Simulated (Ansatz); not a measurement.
```yaml
crystal:
  periodic: [false, false, false]
  atoms:
    - {symbol: Ta, position_ang: [0.000000, 0.000000, 0.000000]}
    - {symbol: H, position_ang: [0.000000, 0.000000, 1.760000]}
basis:
  gaussian: {orbitals: def2-TZVP}
total_charge: 1
magnetization: {spin_polarized: true, initial_magnetization: 1}
hamiltonian: {xc: pbe0}
relax: {f_tol: 0.004, max_steps: 80}
```

```sh
$ ansatz run in.yaml --threads 1 --pin off --events-out ev --progress --plain --max-ram 2176MiB
```

Steps of the relaxation (energy above the last step; positions in Å, forces in eV/Å):

```
2
step 1, 10.0 meV
Ta    0.000    0.000    0.000    0.000    0.000    0.513
H     0.000    0.000    1.760    0.000    0.000   -0.513
```

```
2
step 2, 9.6 meV
Ta    0.000    0.000    0.037    0.000    0.000   -0.553
H     0.000    0.000    1.723    0.000    0.000    0.553
```

```
2
step 3, 0.1 meV
Ta    0.000    0.000    0.020    0.000    0.000   -0.044
H     0.000    0.000    1.740    0.000    0.000    0.044
```

```
2
step 4, 0.0 meV
Ta    0.000    0.000    0.019    0.000    0.000    0.001
H     0.000    0.000    1.741    0.000    0.000   -0.001
```

Close pairs at the end: Ta1–H2 1.722 Å.

A stationary point of unrestricted PBE0 after 4 steps, with ⟨S²⟩ = 1.715 against 0.75 for a pure state. 20 s on 1 thread of Intel Xeon Platinum 8559C, shared host.
